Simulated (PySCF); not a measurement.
Input file for PySCF: D3(BJ) and D4 dispersion corrections on FCH3Clts, charge -1. Charge -1.

```python
from pyscf import gto
from pyscf.dispersion import dftd3, dftd4

mol = gto.M(
    atom='''
    F     0.00000000    0.00000000   -2.53792900
    C     0.00000000    0.00000000   -0.48837200
    H     0.00000000    1.06208700   -0.61497200
    H    -0.91979500   -0.53104400   -0.61497200
    H     0.91979500   -0.53104400   -0.61497200
    Cl    0.00000000    0.00000000    1.62450100
    ''',
    basis='def2-svp',
    charge=-1, spin=0, verbose=0, max_memory=1800)
d3, d4 = {}, {}
for xc in ['hf', 'pbe', 'blyp', 'revpbe', 'tpss', 'r2scan', 'b3lyp', 'pbe0', 'bhlyp', 'camb3lyp', 'b2plyp']:
    d3[xc] = float(dftd3.DFTD3Dispersion(mol, xc=xc, version='d3bj', atm=False).get_dispersion()['energy'])
    print(f'D3(BJ) {xc:10s} {d3[xc]:14.8f} Eh')
for xc in ['hf', 'pbe', 'blyp', 'revpbe', 'tpss', 'r2scan', 'b3lyp', 'pbe0', 'bhlyp', 'camb3lyp', 'b2plyp']:
    d4[xc] = float(dftd4.DFTD4Dispersion(mol, xc={'camb3lyp': 'cam-b3lyp'}.get(xc, xc), atm=True).get_dispersion()['energy'])
    print(f'D4     {xc:10s} {d4[xc]:14.8f} Eh')
```

Program output:

```
D3(BJ) hf            -0.02497044 Eh
D3(BJ) pbe           -0.00288985 Eh
D3(BJ) blyp          -0.00611665 Eh
D3(BJ) revpbe        -0.00780120 Eh
D3(BJ) tpss          -0.00356821 Eh
D3(BJ) r2scan        -0.00075221 Eh
D3(BJ) b3lyp         -0.00494881 Eh
D3(BJ) pbe0          -0.00240545 Eh
D3(BJ) bhlyp         -0.00375856 Eh
D3(BJ) camb3lyp      -0.00206667 Eh
D3(BJ) b2plyp        -0.00220009 Eh
D4     hf            -0.01181244 Eh
D4     pbe           -0.00290565 Eh
D4     blyp          -0.00666893 Eh
D4     revpbe        -0.01073782 Eh
D4     tpss          -0.00394700 Eh
D4     r2scan        -0.00071540 Eh
D4     b3lyp         -0.00466213 Eh
D4     pbe0          -0.00240644 Eh
D4     bhlyp         -0.00318224 Eh
D4     camb3lyp      -0.00238691 Eh
D4     b2plyp        -0.00201781 Eh
```

The run finished.

Cost: around 0.04 core-seconds (rough).
